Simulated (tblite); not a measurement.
Species: PO3 (charge -1).
SMILES: `O=P(=O)[O-]`

Calculated harmonic vibrations of the isolated species, GFN2-xTB (tblite), most abundant isotopes, no scaling. Against measured fundamentals such values can be off by several per cent, at times by over 20.

Harmonic wavenumbers (cm⁻¹): 392.0, 471.1, 471.2, 1005.3, 1258.1, 1258.2.

A = 9595, B = 9592, C = 4797 MHz; mass 78.959 u (most abundant isotopes); point group D3h, symmetry number 6.

Task: What is the zero-point energy?

Result: Half the sum of the wavenumbers: 2428 cm⁻¹ = 29.05 kJ/mol.

Task: Give the ideal-gas entropy at 200 K and 1 bar in the rigid-rotor, harmonic-oscillator model (classical rotation).

Result: Translation 155.04, rotation 80.97, vibration 4.60: S = 240.6 J/(mol K).

Task: And Cp and H(200 K) − H(0)?

Result: Cp = 45.09 J/(mol K), of which vibrations give 11.83 (their classical limit is 6 R = 49.9); H(200 K) − H(0) = 7.35 kJ/mol without the zero-point energy, 0.70 from vibrations.

Task: How do the functions run with temperature in this model?

Result: 
```
 T (K)  S (J/(mol K))  Cp (J/(mol K))  H − H(0) (kJ/mol)  G − H(0) (kJ/mol)  ln q(vib)
    50          189.9            33.3               1.66              -7.83       0.00
   100          213.3            35.1               3.36             -17.97       0.01
298.15          260.2            53.5              12.21             -65.38       0.39
373.15          272.8            58.7              16.42             -85.38       0.64
   500          291.0            65.5              24.32            -121.18       1.10
   750          319.2            73.3              41.80            -197.63       2.02
  1000          340.9            77.1              60.66            -280.26       2.88
```

q(vib) and H(0) count from the zero-point level.

Task: Which modes carry the vibrational entropy at 200 K?

Result: 392.0 cm⁻¹: 2.00; 471.1 cm⁻¹: 1.27; 471.2 cm⁻¹: 1.27; 1005.3 cm⁻¹: 0.05; 1258.1 cm⁻¹: 0.01; 1258.2 cm⁻¹: 0.01 J/(mol K).

Task: What must be added to the electronic energy to get the Gibbs energy at 200 K and 1 bar?

Result: ZPE + [H(200 K) − H(0)] − T·S = 29.05 + 7.35 − 48.12 = -11.72 kJ/mol.
